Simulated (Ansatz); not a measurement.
Geometry optimisation, UKS PBE0/def2-SVP (Ansatz 0.2.0).

The input (input.yaml):

```yaml
crystal:
  periodic: [false, false, false]
  atoms:
    - { symbol: H, position_ang: [-0.3134, 0.7542, -0.241] }
    - { symbol: C, position_ang: [0.3361, -0.4231, 0.1131] }
    - { symbol: Cl, position_ang: [-0.3688, -1.6798, -0.8502] }
    - { symbol: Cl, position_ang: [0.1148, -0.6246, 1.8191] }
    - { symbol: Cl, position_ang: [-1.1477, 2.2253, -0.6984] }
    - { symbol: H, position_ang: [1.379, -0.252, -0.1426] }
magnetization:
  spin_polarized: true
  initial_magnetization: 1
basis:
  gaussian: { orbitals: def2-SVP }
hamiltonian:
  xc: pbe0
relax:
  f_tol: 0.15
  max_steps: 25
  restrain:
    - { distance: [0, 4], at: 2.63, k: 30.0 }
    - { distance: [1, 0], at: 1.07, k: 30.0 }
```

Command:

```bash
$ ansatz run input.yaml --threads 2 --pin off --max-ram 3072MiB --backend cpu --events-out ev --progress --plain --runs-dir out
```

Task: Where does it end, and by what steps?

Result: The run converged. The restraints hold the end off the free minimum. After 5 steps the energy has fallen by 0.247 eV (the restraints' own energy left out); Cl5 moved furthest, 0.57 Å. Joined: H1–C2.

```json
{"step": "0", "energy less start (eV)": "0.0000", "largest force component (eV/Å)": "1.449", "accepted": "yes"}
{"step": "1", "energy less start (eV)": "-0.1917", "largest force component (eV/Å)": "1.640", "accepted": "yes"}
{"step": "2", "energy less start (eV)": "-0.0732", "largest force component (eV/Å)": "2.700", "accepted": "yes"}
{"step": "3", "energy less start (eV)": "-0.2405", "largest force component (eV/Å)": "0.317", "accepted": "yes"}
{"step": "4", "energy less start (eV)": "-0.1865", "largest force component (eV/Å)": "1.731", "accepted": "no"}
{"step": "5", "energy less start (eV)": "-0.2471", "largest force component (eV/Å)": "0.384", "accepted": "yes"}
```

```xyz
6
Properties=species:S:1:pos:R:3
H -0.155 0.498 -0.154
C 0.348 -0.425 0.113
Cl -0.342 -1.733 -0.860
Cl 0.155 -0.671 1.856
Cl -1.428 2.695 -0.850
H 1.421 -0.364 -0.106
```

Whether the end is a true minimum wasn't checked by a vibrational analysis.

Time of the run: 47 s on 2 threads of Arm Neoverse V2, on a shared host, peak memory 0.26 GiB.
